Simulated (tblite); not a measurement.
Species: C5H9 (doublet state).
Z-matrix (Å and degrees, GFN2-xTB geometry), rows numbered from 1:
```
C 
C   1  1.4801
C   2  1.5334  1  103.66
C   3  1.5297  2  103.80  1    29.61
C   1  1.4801  2  111.78  3   -11.45
H   1  1.0725  2  124.12  3   168.83
H   2  1.1006  1  111.07  3   118.33
H   2  1.0947  1  112.86  3  -122.37
H   3  1.0891  2  112.83  1   151.61
H   3  1.0913  2  109.59  1   -87.50
H   4  1.0913  3  109.68  2    80.10
H   4  1.0890  3  112.56  2  -159.13
H   5  1.1008  1  111.06  2   107.01
H   5  1.0949  1  112.88  2  -133.65
```

Level: GFN2-xTB in tblite, geometry and Hessian alike; calculated harmonic values, unscaled, isolated species. The method is semi-empirical: single wavenumbers can be off by several per cent or more. One conformer, not necessarily the lowest. Open shells enter through the occupations alone, without spin polarisation, and single modes of such species can be off by tens of per cent.

Harmonic wavenumbers (cm⁻¹): 169.5, 214.6, 297.4, 568.7, 646.1, 827.0, 852.0, 914.9, 965.1, 977.8, 981.1, 1026.1, 1070.4, 1092.6, 1097.4, 1159.7, 1193.5, 1209.3, 1264.7, 1280.4, 1300.9, 1320.4, 1330.0, 1464.9, 1465.5, 1487.3, 1499.5, 2829.3, 2830.6, 2924.9, 2926.8, 2976.3, 2989.8, 3004.4, 3009.8, 3148.0.

A = 7127, B = 6722, C = 3905 MHz; mass 69.070 u (most abundant isotopes); point group C2, symmetry number 2; spin multiplicity 2.

Q: What is the zero-point energy?

A: Half the sum of the wavenumbers: 27158 cm⁻¹ = 324.89 kJ/mol.

Q: Give the ideal-gas entropy at 500 K and 1 bar in the rigid-rotor, harmonic-oscillator model (classical rotation).

A: Translation 172.42, rotation 105.10, vibration 77.58, spin (R ln 2) 5.76: S = 360.9 J/(mol K).

Q: And Cp and H(500 K) − H(0)?

A: Cp = 149.50 J/(mol K), of which vibrations give 116.24 (their classical limit is 36 R = 299.3); H(500 K) − H(0) = 40.52 kJ/mol without the zero-point energy, 23.89 from vibrations.

Q: Which modes carry the vibrational entropy at 500 K?

A: 169.5 cm⁻¹: 14.37; 214.6 cm⁻¹: 12.45; 297.4 cm⁻¹: 9.86; 568.7 cm⁻¹: 5.09; 646.1 cm⁻¹: 4.26; 827.0 cm⁻¹: 2.83 J/(mol K); the other 30 give 28.72 together.

Q: How do the functions run with temperature in this model?

A: 
```csv
T (K),S (J/(mol K)),Cp (J/(mol K)),H − H(0) (kJ/mol),G − H(0) (kJ/mol),ln q(vib)
150,254.4,52.8,6.14,-32.02,0.42
250,285.9,74.4,12.40,-59.09,1.13
298.15,300.2,88.6,16.32,-73.20,1.52
400,330.8,120.7,26.98,-105.33,2.49
600,390.3,173.8,56.72,-177.48,4.78
900,471.5,225.6,117.28,-307.04,8.61
```

q(vib) and H(0) count from the zero-point level.

Q: What must be added to the electronic energy to get the Gibbs energy at 500 K and 1 bar?

A: ZPE + [H(500 K) − H(0)] − T·S = 324.89 + 40.52 − 180.43 = 184.98 kJ/mol.

Hindered rotation and anharmonicity are outside this model. Other conformers, if any are populated, would add a mixing term that is left out. The structure is chiral; the term R ln 2 for an equal mix with its mirror image is left out.
